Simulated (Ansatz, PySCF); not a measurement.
This PySCF input computes a SVWN5/def2-TZVPD energy:

```python
from pyscf import gto, scf, dft

mol = gto.M(
    atom='''
    C    -0.04018470    1.15654088    0.00773656
    S    -0.05235919   -0.66642908   -0.00484680
    H     1.27920297   -0.84038919    0.00081397
    H    -1.08380254    1.46636619    0.00449144
    H     0.43713012    1.54268855    0.90584820
    H     0.44632472    1.55495443   -0.88002423
    ''',
    basis='def2-tzvpd',
    charge=0,
    spin=0,
    verbose=4,
)

mf = dft.RKS(mol, xc='svwn').density_fit(auxbasis='def2-universal-jkfit')
mf.grids.level = 3
mf.conv_tol = 1e-9
mf.max_cycle = 100
mf.max_memory = 1500
mf.kernel()
if not mf.converged:
    mf = mf.newton()
    mf.kernel(mf.make_rdm1())
mf.analyze()
```

Question: Write an input for the same energy in Ansatz (an electronic-structure program) and say what it gives.

Answer: 
Ansatz 0.2 input:
```yaml
crystal:
  periodic: [false, false, false]
  atoms:
    - {symbol: C, position_ang: [-0.04018470, 1.15654088, 0.00773656]}
    - {symbol: S, position_ang: [-0.05235919, -0.66642908, -0.00484680]}
    - {symbol: H, position_ang: [1.27920297, -0.84038919, 0.00081397]}
    - {symbol: H, position_ang: [-1.08380254, 1.46636619, 0.00449144]}
    - {symbol: H, position_ang: [0.43713012, 1.54268855, 0.90584820]}
    - {symbol: H, position_ang: [0.44632472, 1.55495443, -0.88002423]}
basis:
  gaussian:
    orbitals: def2-TZVPD
hamiltonian:
  xc: {name: SVWN5}
output: {forces: true}
```
It gives -436.96161 Eh, and PySCF -436.96167 Eh, a difference of 0.06 mEh, from the treatment of integrals and grids.
